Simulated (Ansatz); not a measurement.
Relaxation of BFH4 (6 atoms, charge 0, multiplicity 1), to a largest force component of 0.03 eV/Å in at most 50 steps.

Theory: RKS B3LYP-D4/def2-TZVP (Ansatz 0.2.0).

```xyz
6
Properties=species:S:1:pos:R:3:forces:R:3
B 0.018 -0.435 -0.359 0.00 0.09 -0.16
H 0.008 0.120 1.970 -0.03 1.46 0.43
H 1.058 0.117 -0.543 0.00 0.00 0.00
H -1.045 0.074 -0.541 0.00 0.00 0.00
F 0.044 -1.705 0.013 0.01 -0.33 -0.31
H 0.023 -0.573 1.821 0.03 -1.22 0.04
```

Q: Where does it end, and by what steps?

A: The forces met the threshold. The force dipped under the threshold on the way, but the program's further checks kept it going. After 9 steps the energy has fallen by 0.158 eV; H6 moved furthest, 0.56 Å.

```tsv
step	energy less start (eV)	largest force component (eV/Å)	accepted
0	0.0000	1.464	yes
1	-0.1067	0.433	yes
2	-0.0981	1.055	no
3	-0.1357	0.188	yes
4	-0.1470	0.370	yes
5	-0.1538	0.068	yes
6	-0.1572	0.022	yes
7	-0.1580	0.032	yes
8	-0.1575	0.129	no
9	-0.1582	0.014	yes
```

```xyz
6
Properties=species:S:1:pos:R:3
B 0.019 -0.504 -0.577
H 0.005 0.280 2.283
H 1.061 0.072 -0.641
H -1.047 0.029 -0.639
F 0.046 -1.819 -0.441
H 0.022 -0.459 2.374
```

Whether the end is a true minimum wasn't checked by a vibrational analysis.

Time of the run: 14 s on 2 threads of Intel(R) Xeon(R) Platinum 8259CL CPU @ 2.50GHz (Skylake/Cascade Lake) (shared host), peak memory 0.14 GiB.
